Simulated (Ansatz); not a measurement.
Process, species as SMILES: BN (BH2-NH2) → [BH2] (BH2) + [NH2] (NH2)
B3LYP-D3(BJ)/def2-TZVP geometries, fixed; electronic energies without zero-point terms.

Effect of a fitting basis named in the input at MP2/def2-TZVPP with Ansatz (an electronic-structure program), against the last row, where the bond dissociation energy is 151.01 kcal/mol. Cores are frozen. Open shells are unrestricted. The default fits or decomposes integrals by the program's own choice; accuracy: high also tightens integrals, grids and stops.

| setting | largest shift of a total energy (mEh) | shift of the bond dissociation energy (kcal/mol) |
|---|---|---|
| fitting: def2-universal-jkfit and def2-SVP-RIFIT | -0.906 | -0.103 |
| fitting: def2-universal-jkfit and cc-pVDZ-RIFIT | -0.475 | -0.013 |
| fitting: def2-universal-jkfit and cc-pVTZ-RIFIT | 0.106 | -0.016 |
| fitting: def2-universal-jkfit and aug-cc-pVTZ-RIFIT | 0.076 | -0.013 |
| fitting: def2-universal-jkfit and cc-pVQZ-RIFIT | 0.067 | -0.007 |
| fitting: def2-universal-jkfit and aug-cc-pVQZ-RIFIT | 0.052 | -0.007 |
| accuracy: high | -0.001 | 0.000 |
| accuracy: medium (default) | 0.000 | 0.000 |

Within 0.05 kcal/mol in the bond dissociation energy: fitting: def2-universal-jkfit and cc-pVDZ-RIFIT; fitting: def2-universal-jkfit and cc-pVTZ-RIFIT; fitting: def2-universal-jkfit and aug-cc-pVTZ-RIFIT; fitting: def2-universal-jkfit and cc-pVQZ-RIFIT; fitting: def2-universal-jkfit and aug-cc-pVQZ-RIFIT; accuracy: high. The largest shift is 0.906 mEh in a total energy and 0.103 kcal/mol in the difference.
